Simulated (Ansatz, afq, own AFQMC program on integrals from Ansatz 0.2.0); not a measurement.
Integrals from Ansatz 0.2.0, then the random walk in our own AFQMC program (afq).

```yaml
crystal:
  periodic: [false, false, false]
  atoms:
    - {symbol: N, position_ang: [0.000000, 0.119658, 0.676420]}
    - {symbol: N, position_ang: [0.000000, -0.060594, -0.755487]}
    - {symbol: H, position_ang: [0.000000, -0.820779, 1.098745]}
basis:
  gaussian: {orbitals: cc-pVDZ}
magnetization: {spin_polarized: true, initial_magnetization: 3}
correlation: {method: ccsd_t, electrons: outside_noble_gas, hamiltonian_folder: ham}
```

```sh
$ ansatz run in.yaml --threads 1 --pin off --events-out ev --progress --plain --max-ram 24576MiB --backend cuda --devices 0, --max-vram 18GiB
```

afq runs on the folder ham with

```
--method free --trial cisd --walkers 4000 --time-step 0.03 --max-blocks 4000 --target-error 0.0004 --factor-cut 1e-05 --seed 7379 --times 0,0.21,0.42,0.81,1.2,1.8,2.4,3 --taylor-order 8
```

Times are imaginary, in 1/Eh. The walk had a cap of 61 s.

Log:

```
orbitals 31  electrons 7 4  factors 230 of 320
reference energy -109.34253992 Eh
CCSD correlation -0.26030486 Eh in 12 cycles, weight of the determinant in the CISD state 0.9045
repeat  energy at the last time / Eh  error
    10  -109.610179  0.000195
    20  -109.610196  0.000153
    30  -109.610238  0.000123
time / (1/Eh)  energy / Eh  error  mean overlap
  0.00  -109.602890  0.000033  1.1057
  0.21  -109.607081  0.000043  1.1052
  0.42  -109.608634  0.000042  1.1057
  0.81  -109.609700  0.000055  1.1054
  1.20  -109.609971  0.000045  1.1073
  1.80  -109.610121  0.000076  1.1090
  2.40  -109.610096  0.000082  1.1141
  3.00  -109.610237  0.000119  1.1171
energy -109.610237 +/- 0.000119 Eh
```

The run passed its tests (error under three times the target), which doesn't prove that it has relaxed.

Against this walk (error 3.2 meV) on the same determinant: CCSD(T) 37.5 meV higher, CCSDT(Q) 0.7 meV lower (within the noise). The error is statistical, and a free projection of finite length keeps a remainder of its start.

Cautions: remainder of the start not in the error; another spin lies lower.

The walk took 27 s on 1 × NVIDIA H100 80GB HBM3 with 2 threads of AMD EPYC 7R13 Processor (Zen 3) (shared host) (the card was shared). The log's last line is the free-projection energy.

CCSDT and higher add their correlation energy to the determinant of the CCSD(T) run, since their own runs factorise the integrals more tightly (a shift of under 2 meV). A walk keeps the symmetry of its determinant, which the program's search chose and which needn't be the lowest solution, so a lower state of the same spin and another symmetry isn't excluded.
